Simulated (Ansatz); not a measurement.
**CH₂S: one structure at several levels**

One table from this session's results is given with a row withheld; the runs are named, their logs left out.

The runs use Ansatz 0.2.0, Gaussian basis; single points in def2-TZVPP.

Correlated methods freeze the cores.

### The starting structure

SMILES `C=S`, 4 atoms, charge 0, spin multiplicity 1.

Atoms are counted from 1 here; the program's logs count them from 0.

Bond lengths: C1–S2 1.713 Å, C1–H3 1.198 Å, C1–H4 1.060 Å. Angles: S2–C1–H3 125.7°, S2–C1–H4 142.3°, H3–C1–H4 92.0°.

Geometry (Å):

| atom | x (Å) | y (Å) | z (Å) |
| --- | --- | --- | --- |
| C1 | -0.10380 | 0.00820 | -0.16950 |
| S2 | 1.38640 | 0.58220 | 0.45040 |
| H3 | -1.11660 | -0.12720 | 0.45650 |
| H4 | -0.57020 | -0.31660 | -1.06380 |

The first run:

File run/in.yaml:

```yaml
crystal:
  periodic: [false, false, false]
  atoms:
    - {symbol: C, position_ang: [-0.103800, 0.008200, -0.169500]}
    - {symbol: S, position_ang: [1.386400, 0.582200, 0.450400]}
    - {symbol: H, position_ang: [-1.116600, -0.127200, 0.456500]}
    - {symbol: H, position_ang: [-0.570200, -0.316600, -1.063800]}
basis:
  gaussian: {orbitals: def2-TZVPP}
correlation: {method: ccsd_t}
output: {forces: true}
```

The command line of these runs was not kept.

Among the steps run: CCSD(T)/def2-TZVPP; PBE0-D4/def2-TZVPP; wB97M-V/def2-TZVPP; r2SCAN-D4/def2-TZVPP; PBE-D4/def2-TZVPP; BHLYP-D4/def2-TZVPP; BLYP-D4/def2-TZVPP.

One of the session's tables, all rows but one given; the rest of the session is left out.

| method | RMS force component (eV/Å) | angle to CCSD(T) forces (°) | dipole (D) |
| --- | --- | --- | --- |
| CCSD(T) | 1.869 | reference | 1.65 |
| PBE0-D4 | 2.045 | 8.3 | 1.88 |
| wB97M-V | 2.057 | 8.5 | 1.85 |
| r2SCAN-D4 | ? | ? | ? |
| PBE-D4 | 1.860 | 7.4 | 1.70 |
| BHLYP-D4 | 2.140 | 8.2 | 2.02 |
| BLYP-D4 | 1.772 | 3.9 | 1.66 |

Q: Estimate the row for r2SCAN-D4 from the others.

As computed: RMS force component (eV/Å): 1.965; angle to CCSD(T) forces (°): 6.7; dipole (D): 1.86. In the column «RMS force component (eV/Å)» it lies between CCSD(T) (1.869) and PBE0-D4 (2.045).
